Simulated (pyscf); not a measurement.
Four-centre exchange: H₃C–InH₂ + H₂O → CH₄ + HO–InH₂

Gas phase, singlet surface, charge 0. Bonds broken: C1–In2, O8–H9. Bonds formed: C1–H9, In2–O8. PySCF, gas phase, ωB97X-D3(BJ)/def2-SVP geometries. MP2 and CC: frozen core, UHF for open shells. ΔMP2 is the change of the MP2 total energy from the triple- to the quadruple-zeta basis.

Transition state (Å):

```xyz
10

C     -1.2758    -0.9266     0.1807
In     0.1401     1.0353     0.4366
H     -0.9471    -1.8602    -0.3025
H     -2.3770    -0.8919     0.2010
H     -0.9765    -1.0360     1.2449
H     -0.7680     2.2200     1.2825
H      1.7674     0.5180     0.5082
O     -0.5840     0.8730    -1.6214
H     -1.0273    -0.0310    -0.8895
H     -1.2823     1.4860    -1.8869
```

One imaginary mode, 1452i cm⁻¹; descent along it reached the two sides named, in the forms told below.

```json
[
 {"bond": "C1–In2", "change": "breaks", "reactant side (Å)": "2.172", "saddle": "2.433", "product side": "3.2"},
 {"bond": "O8–H9", "change": "breaks", "reactant side (Å)": "0.967", "saddle": "1.245", "product side": "2.500"},
 {"bond": "C1–H9", "change": "forms", "reactant side (Å)": "3.1", "saddle": "1.417", "product side": "1.101"},
 {"bond": "In2–O8", "change": "forms", "reactant side (Å)": "2.418", "saddle": "2.188", "product side": "2.011"}
]
```

Electronic energies relative to the separated reactants (kcal/mol):

| level | barrier | reaction energy | reverse barrier |
|---|---|---|---|
| ωB97X-D3(BJ)/def2-TZVP | 10.9 | -16.4 | 27.4 |
| PBE/def2-TZVP | 7.7 | -18.1 | 25.7 |
| r²SCAN/def2-TZVP | 6.7 | -18.8 | 25.5 |
| B3LYP-D3(BJ)/def2-TZVP | 11.1 | -18.2 | 29.3 |
| PBE0-D3(BJ)/def2-TZVP | 9.6 | -16.0 | 25.6 |
| M06-2X/def2-TZVP | 8.5 | -18.4 | 26.8 |
| ωB97M-D3(BJ)/def2-TZVP | 12.1 | -16.8 | 28.9 |
| HF/def2-TZVP | 26.4 | -17.9 | 44.4 |
| MP2/def2-QZVPP | 11.0 | -15.7 | 26.7 |
| CCSD/def2-TZVPP | 15.9 | -15.1 | 31.0 |
| CCSD(T)/def2-TZVPP | 13.3 | -15.4 | 28.7 |
| CCSD(T)/def2-TZVPP + ΔMP2(QZVPP) | 12.5 | -15.8 | 28.3 |

With CCSD(T)/def2-TZVPP + ΔMP2(QZVPP) energies and thermal terms (ideal gas, 1 atm, RRHO with modes under 100 cm⁻¹ raised to 100, one conformer, R ln 2 for chiral ones without a mode under 150 cm⁻¹), in kcal/mol:

```
T (K)   ΔH‡   ΔG‡     ΔH     ΔG
-----  ----  ----  -----  -----
298    10.8  22.2  -15.5  -13.7
600    11.0  33.7  -15.9  -11.7
900    11.7  45.0  -16.1   -9.6
1200   12.5  55.9  -16.2   -7.4
```

On the reactant side the descent ends in an adduct with a In–O contact, 13.4 kcal/mol under the separated species and 24.3 kcal/mol under the saddle at ωB97X-D3(BJ)/def2-TZVP. What is counted as formed (In–O) is already present as a longer contact in the reactant adduct; forming that adduct is a step of its own. One saddle was located; it need not be the lowest between these sides. The CCSD(T) − MP2 part came from Ansatz, without density fitting, on the same reference. The frozen core leaves the outer d or s,p core shells of the metals and heavy elements correlated in the MP2 and CC values, and def2-TZVPP describes them poorly, which can shift differences by a few kcal/mol. Elements past Kr carry the def2 core potentials, without spin-orbit coupling.
